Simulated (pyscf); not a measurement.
Thermochemistry of product channels of HC≡C–CH=O + H• on the doublet surface, in kcal/mol, from CCSD(T)/def2-TZVPP + ΔMP2(QZVPP) energies (ideal gas, 1 atm, RRHO with modes under 100 cm⁻¹ raised to 100, one conformer, R ln 2 for rigid chiral ones). Structures and frequencies: ωB97X-D3(BJ)/def2-SVP in PySCF. Correlated levels are frozen-core, on RHF or UHF. ΔMP2 is the change of the MP2 total energy from the triple- to the quadruple-zeta basis.

```json
[
 {"products": "•C≡CH + H₂C=O", "ΔE": "+23.7", "ΔH(298 K)": "+26.4", "ΔG(600 K)": "+21.1", "ΔG(900 K)": "+19.2"},
 {"products": "HC≡CH + •HC=O", "ΔE": "-21.3", "ΔH(298 K)": "-19.5", "ΔG(600 K)": "-24.4", "ΔG(900 K)": "-26.3"}
]
```

These are energies of the channels, which say nothing of barriers. The CCSD(T) − MP2 part came from Ansatz, without density fitting, on the same reference. An open-shell T1 diagnostic exceeds 0.045. A UHF reference is spin-contaminated (<S²> up to 1.15), which harms MP2 most. C₂H has a Π state close over its Σ ground state, and the state reached was not checked.
